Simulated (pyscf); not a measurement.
Routes from hydrogen fluoride (HF) + HC≡C–F

Candidate steps break at most two bonds and form at most two. Each was searched with GFN2-xTB (tblite) first. Optimised with ωB97X-D3(BJ)/def2-SVP in PySCF. Correlated levels are frozen-core, on RHF or UHF. ΔMP2 is the change of the MP2 total energy from the triple- to the quadruple-zeta basis. Energies: CCSD(T)/def2-TZVPP + ΔMP2(QZVPP), kcal/mol, from the separated reactants, singlet surface.

```json
[
 {"products": "H₂C=C(F)–F", "type": "addition across a multiple bond or ene-type step", "ΔE‡": "44.3", "ΔE": "-46.2", "ΔG‡ 298 K": "50.9", "ΔG‡ 900 K": "69.6", "ν‡ (cm⁻¹)": "1709i"},
 {"products": "F–CH=CH–F", "type": "addition across a multiple bond or ene-type step", "ΔE‡": "53.4", "ΔE": "-35.8", "ΔG‡ 298 K": "60.0", "ΔG‡ 900 K": "78.5", "ν‡ (cm⁻¹)": "1481i"}
]
```

Plain bond fissions and candidates not yet searched are not listed, and one of them may be faster. Each barrier is that of the saddle found; lower ones may exist. The CCSD(T) − MP2 part came from Ansatz, without density fitting, on the same reference.
